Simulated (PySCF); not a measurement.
## An excited-state table with gaps

Species: C5H8.
SMILES: `C=CCC=C`

The calculation used PySCF, TDDFT PBE0/def2-SVPD, vertical, gas phase, core orbitals frozen in the response. Geometry: PBE0-D3(BJ)/def2-SVP, one conformer, isolated molecule. Torsions of this conformer, `[CH2:1]=[CH:2][CH2:3][CH:4]=[CH2:5]`: C1–C2–C3–C4 116°, C2–C3–C4–C5 117°.

Orbital energies (eV): HOMO-3 -10.00, HOMO-2 -9.85, HOMO-1 -7.72, HOMO -7.39, LUMO -0.22, LUMO+1 0.79, LUMO+2 1.07.

Lowest singlets, with some entries withheld (?).

```tsv
state	E (eV)	f	main configurations (H = HOMO, L = LUMO)
S1	6.41	0.282	?
S2	6.61	0.0001	H-1→L (78%), H→L+1 (21%)
S3	7.27	0.034	H→L+2 (92%)
S4	7.51	0.045	H-1→L+2 (53%), H→L+3 (32%)
S5	7.65	?	?
S6	?	?	?
S7	7.86	0.0016	H→L+4 (36%), H→L+3 (28%), H→L+1 (19%)
S8	?	0.0026	H→L+5 (68%), H-1→L+4 (14%), H-1→L+3 (11%)
S9	8.06	0.0001	H-2→L (85%)
S10	8.08	?	H→L+4 (30%), H→L+3 (25%), H-1→L+2 (20%)
```

Supply the missing values.

- S1: H→L (89%), H-1→L+1 (9%)
- S5: f = 0.0060; H→L+1 (45%), H-1→L+2 (22%), H→L+3 (10%)
- S6: E = 7.74 eV; f = 0.593; H-1→L+1 (86%), H→L (8%)
- S8: E = 7.93 eV
- S10: f = 0.0036

Where do the lowest triplets lie (Tamm–Dancoff)?

T1 4.24 eV, H→L (73%), H-1→L+1 (22%); T2 4.36 eV, H-1→L (61%), H→L+1 (34%); T3 6.58 eV, H→L+1 (59%), H-1→L (35%); T4 6.74 eV, H-1→L+1 (65%), H→L (23%). E(S1) − E(T1) = +2.17 eV.

Which level carries the most intensity, and what share of the listed sum of f?

S6, with f = 0.593 of 0.968, 61%.

What is the mean static polarisability from the same response equations?

64.5 au (9.56 Å³), with principal values 50.7, 51.9 and 91.0 au.

All these states lie below the vertical ionisation energy of 9.31 eV (ΔSCF).

Time: 55 s. Hardware: x86-64 server, one thread (shared host).
